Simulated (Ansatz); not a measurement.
## Relaxing Na2Sr

All numbers below come from DFT PBE, scalar-relativistic, plane waves, PAW (Ansatz 0.2.0). Cutoff 420 eV, Γ-centred k mesh, Gaussian smearing, no spin polarisation in the final step.

Na2Sr was placed on the MoSi2 (C11b) structure type (I4/mmm, No. 139), with Sr in place of Mo, Na in place of Si, at a guessed volume.

```yaml
crystal:
  lattice:
    - [-1.93769, 1.93769, 4.75339]
    - [1.93769, -1.93769, 4.75339]
    - [1.93769, 1.93769, -4.75339]
  atoms:
    - { symbol: Na, position: [0.66500, 0.66500, 0.00000] }
    - { symbol: Na, position: [0.33500, 0.33500, 0.00000] }
    - { symbol: Sr, position: [0.00000, 0.00000, 0.00000] }
```

Cell and atoms relax at zero pressure; the relaxation can't lower the symmetry of the start. After a coarse first stage the cell is made exact in the group found at 0.06 Å.

The zero of energy is the elements' standard structures at the same level; no fitted shifts are applied.

**Question.** Which crystal results?

**Answer.** It keeps I4/mmm (No. 139). The result has the MoSi2 (C11b) structure. Conventional cell: a = 4.347 Å, c = 13.587 Å. Around Na lie 4 Na at 3.55 Å, 4 Sr at 3.97 Å, 1 Sr at 4.28 Å and 4 Na at 4.35 Å; Sr has 8 Na at 3.97 Å, 2 Na at 4.28 Å and 4 Sr at 4.35 Å.

Space group I4/mmm (No. 139). a = 4.347 Å, b = 4.347 Å, c = 13.587 Å, α = 90.00°, β = 90.00°, γ = 90.00°
```csv
atom,site,symmetry,x,y,z
Na,4e,4mm,0.5000,0.5000,0.1848
Sr,2a,4/mmm,0.0000,0.0000,0.0000
```

**Question.** What are its volume, energy, density and gap?

**Answer.** The volume per atom is 42.78 Å³ and the density is 1.73 g/cm³. The energy over the elements is 0.02 eV/atom and the gap on the 16×16×16 mesh is 0 eV (a metal).

The final run used a 16×16×16 mesh on its 3-atom cell and 0.10 eV smearing. For metals, differences of a few meV/atom aren't resolved. A structure relaxed within its symmetry needn't be a true minimum. The steps took of the order of 2.7 core-minutes in all.